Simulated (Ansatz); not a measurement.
# [Cl···H···S], triplet: transfer scan

Starting geometry:

```xyz
3

Cl    0.0000    0.0000   -1.5663
H     0.0000    0.0000   -0.2875
S     0.0000    0.0000    1.8537
```

From there H2 is moved from one fragment to the other while all else, the fragments' distance too, stays fixed, so the hump isn't the reaction's barrier; atoms are numbered as listed. Energies are in kcal/mol, counted from the starting geometry at the same level.

Basis cc-pVDZ; Ansatz 0.2.0. Only valence electrons are correlated (noble-gas cores frozen). Prefix R: restricted or restricted open-shell reference; prefix U: unrestricted. Active spaces: valence = (14e, 9o) chosen from the atoms' valence shells.

Runs in a small pair space aren't shown, since their orbitals change along the scan. A value is left out where its run failed or describes another state than the reference as far as symmetry and spin tell, or, spin-broken singlets apart, can't be checked. The reference follows the lowest state, whose symmetry changes from Σ⁻ or Δ to Π between 1.714 and 1.823.

Full CI isn't at hand for all of this; UCCSDT(Q) serves as the reference, and is uncertain by about the last step of the cluster series. The frozen core follows each run's orbitals, which can shift R against U totals by a few meV.

```
distance Cl1-H2 (Å)  UCCSDT(Q)  error RMP2  error UCCSD  error RCCSDT  error MRCISD (valence space)  error MRCISD+Q (valence space)  error MRCISD+Q(relaxed) (valence space)
              1.189        4.8        -0.1         -0.2           0.0                          -0.1                            -0.1                                      0.0
              1.279        0.0         0.0          0.0           0.0                           0.0                             0.0                                      0.0
              1.388        2.3         0.2          0.3           0.0                           0.2                             0.1                                      0.0
              1.496        8.9         0.3          0.6           0.0                           0.3                             0.2                                      0.1
              1.605       17.1         0.5          0.9           0.1                           0.5                             0.2                                      0.1
              1.714       25.2         0.9          1.4           0.2                           0.6                             0.2                                      0.2
              1.823       27.8         4.9          1.2           0.1                             –                               –                                        –
              1.931       24.8         3.6          0.6           0.0                           0.3                             0.3                                      0.2
              2.040       22.4         2.5          0.2           0.0                           0.0                             0.1                                      0.1
```

Errors are those of relative energies. In total energy the starting point itself misses UCCSDT(Q) by: RMP2 23.9, UCCSD 3.1, RCCSDT 0.3, MRCISD (valence space) 14.9, MRCISD+Q (valence space) 0.4, MRCISD+Q(relaxed) (valence space) 0.2 kcal/mol.

Spread of the error over the points with a reference, to 2.040 Å (largest less smallest): RCCSDT 0.2, MRCISD+Q(relaxed) (valence space) 0.3 (8 of 9 points), MRCISD+Q (valence space) 0.3 (8 of 9 points), MRCISD (valence space) 0.7 (8 of 9 points), UCCSD 1.6, RMP2 5.0 kcal/mol.
